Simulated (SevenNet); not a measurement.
**Fluorite SrCl2**

All values below come from the machine-learned potential SevenNet-0 (trained on PBE and PBE+U data).

Cell (relaxed at this level):

```yaml
crystal:
  lattice:
    - [0.00000, 3.52538, 3.52538]
    - [3.52538, 0.00000, 3.52538]
    - [3.52538, 3.52538, 0.00000]
  atoms:
    - { symbol: Sr, position: [0.00000, 0.00000, 0.00000] }
    - { symbol: Cl, position: [0.25000, 0.25000, 0.25000] }
    - { symbol: Cl, position: [0.75000, 0.75000, 0.75000] }
```

```json
{
  "lattice_parameter_a": "7.051 Å",
  "equilibrium_volume_per_atom": "29.21 Å³/atom"
}
```

Measured, for comparison: lattice constant a 6.974 Å, equilibrium volume per atom 28.27 Å³/atom (room temperature, not corrected to a static lattice; as tabulated in Kanchana et al., Calculated structural, elastic and electronic properties of …). Computed (rounded) less measured: lattice constant a +1.1 %, equilibrium volume per atom +3.3 %.

A machine-learned potential is trained on density-functional data: it inherits that level's misses and adds fitting errors of its own.
